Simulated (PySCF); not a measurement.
**SiH4S (sulfanylsilane) at FCI/STO-6G**

Aim: the vertical singlet–triplet gap of SiH4S (sulfanylsilane) at FCI/STO-6G, from 2 runs. The job is set up through a Python script.

The calculation is run with PySCF 2.14.0.

6 further runs of the same task are left out: 6 set aside as unsound or not needed.

## (1) The structure to begin with

The species is SiH4S (6 atoms), meant as a singlet with charge 0. As SMILES, `[SiH3]S`. Geometry: relaxed at PBE0-D4/def2-TZVP.

Bond lengths: Si1–S2 2.137 Å, Si1–H3 1.485 Å, Si1–H4 1.482 Å, Si1–H5 1.485 Å, S2–H6 1.344 Å. Angles: Si1–S2–H6 94.7°, S2–Si1–H3 111.6°, S2–Si1–H4 104.8°, S2–Si1–H5 111.6°, H3–Si1–H4 110.0°, H3–Si1–H5 108.8°, H4–Si1–H5 110.0°.

## (2) A single-point energy at FCI/STO-6G

Contents of input.py:

```python
from pyscf import gto, mcscf

mol = gto.Mole()
mol.atom = '''
Si      -0.169800      -0.263400      -0.436000
S        0.907300      -0.012600       1.392800
H       -1.629800      -0.074300      -0.241600
H        0.108600      -1.658300      -0.852500
H        0.299800       0.681200      -1.481100
H        0.526100       1.263300       1.572300
'''
mol.verbose = 4
mol.basis = 'sto-6g'
mol.max_memory = 1860
mol.build()

hf = mol.RHF()
hf.conv_tol = 1e-10
hf.kernel()
if not hf.converged:
    hf = hf.newton().run(hf.mo_coeff, hf.mo_occ)

cas = mcscf.CASCI(hf, hf.mo_coeff.shape[-1] - 10, (mol.nelec[0] - 10, mol.nelec[1] - 10))  # full CI above the frozen core
cas.fix_spin_(ss=0.0)
cas.kernel()
energy = cas.e_tot
print('E = %.10f Eh' % energy)
```

The run is started by

```sh
$ OMP_NUM_THREADS=1 python input.py
```

The program printed:

```text
PySCF version 2.14.0

[INPUT] num. atoms = 6
[INPUT] num. electrons = 34
[INPUT] charge = 0
[INPUT] spin (= nelec alpha-beta = 2S) = 0
[INPUT] symmetry False subgroup None
[INPUT] Mole.unit = angstrom
[INPUT] Symbol           X                Y                Z      unit          X                Y                Z       unit  Magmom
[INPUT]  1 Si    -0.169800000000  -0.263400000000  -0.436000000000 AA   -0.320875495951  -0.497753861210  -0.823920590310 Bohr   0.0
[INPUT]  2 S      0.907300000000  -0.012600000000   1.392800000000 AA    1.714548512818  -0.023810549170   2.632010546294 Bohr   0.0
[INPUT]  3 H     -1.629800000000  -0.074300000000  -0.241600000000 AA   -3.079875637816  -0.140406651055  -0.456557831695 Bohr   0.0
[INPUT]  4 H      0.108600000000  -1.658300000000  -0.852500000000 AA    0.205224257128  -3.133732832366  -1.610991521192 Bohr   0.0
[INPUT]  5 H      0.299800000000   0.681200000000  -1.481100000000 AA    0.566539892145   1.287281436054  -2.798873363093 Bohr   0.0
[INPUT]  6 H      0.526100000000   1.263300000000   1.572300000000 AA    0.994184914134   2.387291013163   2.971216385654 Bohr   0.0

nuclear repulsion = 89.2386347018964
number of shells = 14
number of NR pGTOs = 132
number of NR cGTOs = 22
basis = sto-6g
ecp = {}

******** <class 'pyscf.scf.hf.RHF'> ********
method = RHF
initial guess = minao
damping factor = 0
level_shift factor = 0
DIIS = <class 'pyscf.scf.diis.CDIIS'>
diis_start_cycle = 1
diis_space = 8
diis_damp = 0
SCF conv_tol = 1e-10
SCF conv_tol_grad = None
SCF max_cycles = 50
direct_scf = True
direct_scf_tol = 1e-13
Set gradient conv threshold to 1e-05
Initial guess from minao.
init E= -685.865898494069
  HOMO = -0.265954406509409  LUMO = 0.24668607270967  gap/eV = 13.94966
cycle= 1 E= -686.365514912833  delta_E= -0.5  |g|= 0.259  |ddm|= 2.56
  HOMO = -0.204177523317479  LUMO = 0.402575337482628  gap/eV = 16.51059
cycle= 2 E= -686.399837885234  delta_E= -0.0343  |g|= 0.0445  |ddm|= 0.583
  HOMO = -0.262613702135135  LUMO = 0.397736044016529  gap/eV = 17.96903
cycle= 3 E= -686.400699270166  delta_E= -0.000861  |g|= 0.00928  |ddm|= 0.0873
  HOMO = -0.264551180383496  LUMO = 0.396346813654191  gap/eV = 17.98395
cycle= 4 E= -686.40076336403  delta_E= -6.41e-05  |g|= 0.00133  |ddm|= 0.0273
  HOMO = -0.264288094020523  LUMO = 0.396954372136374  gap/eV = 17.99332
cycle= 5 E= -686.400764789356  delta_E= -1.43e-06  |g|= 0.00025  |ddm|= 0.00422
  HOMO = -0.264382896300431  LUMO = 0.396942876205069  gap/eV = 17.99559
cycle= 6 E= -686.400764842161  delta_E= -5.28e-08  |g|= 2.59e-05  |ddm|= 0.000875
  HOMO = -0.264390584400673  LUMO = 0.396943210443938  gap/eV = 17.99581
cycle= 7 E= -686.400764842699  delta_E= -5.38e-10  |g|= 3.93e-06  |ddm|= 8.87e-05
  HOMO = -0.264388970286951  LUMO = 0.396943419428681  gap/eV = 17.99577
cycle= 8 E= -686.400764842713  delta_E= -1.44e-11  |g|= 4.17e-07  |ddm|= 1.52e-05
  HOMO = -0.264388884701981  LUMO = 0.396943504931552  gap/eV = 17.99577
Extra cycle  E= -686.400764842714  delta_E= -7.96e-13  |g|= 1.36e-07  |ddm|= 1.06e-06
converged SCF energy = -686.400764842714

******** <class 'pyscf.mcscf.casci.CASCI'> ********
CAS (7e+7e, 12o), ncore = 10, nvir = 0
natorb = False
canonicalization = True
sorting_mo_energy = False
******** <class 'pyscf.fci.addons.SpinPenaltyFCISolver'> ********
max. cycles = 200
conv_tol = 1e-08
davidson only = True
linear dependence = 1e-12
level shift = 0.001
max iter space = 12
nroots = 1
pspace_size = 400
spin = None
Density matrix diagonal elements [1.99317685 1.98195799 1.97181651 1.97078681 1.96670666 1.97297461
 1.99416277 0.03404029 0.03225948 0.03042667 0.02612764 0.02556373]
CASCI converged
CASCI E = -686.495944655435  E(CI) = -33.5415898248801  S^2 = 0.0000000
E = -686.4959446554 Eh
```

It took 10 s on 1 thread of Arm Neoverse V2, shared host; peak memory 0.23 GiB.

## (3) The triplet, same level

Contents of job.py:

```python
from pyscf import gto, mcscf

mol = gto.Mole()
mol.atom = '''
Si    -0.320875    -0.497754    -0.823921
S      1.714549    -0.023811     2.632011
H     -3.079876    -0.140407    -0.456558
H      0.205224    -3.133733    -1.610992
H      0.566540     1.287281    -2.798873
H      0.994185     2.387291     2.971216
'''
mol.verbose = 3
mol.unit = 'bohr'
mol.max_memory = 1860
mol.spin = 2
mol.basis = 'sto-6g'
mol.build()

mf = mol.ROHF()
mf.conv_tol = 1e-10
mf.kernel()
if not mf.converged:
    mf = mf.newton().run(mf.mo_coeff, mf.mo_occ)

cas = mcscf.CASCI(mf, mf.mo_coeff.shape[-1] - 10, (mol.nelec[0] - 10, mol.nelec[1] - 10))  # full CI above the frozen core
cas.fix_spin_(ss=2.0)
cas.kernel()
e_tot = cas.e_tot
print('E = %.10f Eh' % e_tot)
```

The run is started by

```sh
$ OMP_NUM_THREADS=1 python job.py
```

The program printed:

```text
converged SCF energy = -686.130386023217
CASCI E = -686.214500253466  E(CI) = -33.2628781745987  S^2 = 2.0000000
E = -686.2145002535 Eh
```

Wall time 12 s (1 thread of Arm Neoverse V2, shared host); peak memory 0.22 GiB.

## (4) Results

Level: FCI/STO-6G, 10 core orbitals frozen.

| quantity | value |
| --- | --- |
| singlet: total energy | -686.49594 Eh |
| singlet: dipole moment (Hartree–Fock density) | 1.18 D |
| singlet: HOMO energy (Hartree–Fock orbitals) | -7.19 eV |
| singlet: LUMO energy (Hartree–Fock orbitals) | 10.80 eV |
| singlet: HOMO–LUMO gap (Hartree–Fock orbitals) | 18.00 eV |
| singlet: correlation energy (10 core orbitals frozen) | -95.2 mEh |
| triplet: total energy | -686.21450 Eh |
| triplet: dipole moment (Hartree–Fock density) | 3.05 D |
| triplet: correlation energy (10 core orbitals frozen) | -84.1 mEh |
| vertical energy of the triplet above the singlet | 7.658 eV |

At this shape the triplet lies 7.66 eV (739 kJ/mol) above the singlet. In a minimal basis such a difference can be off by several eV, whatever the method.
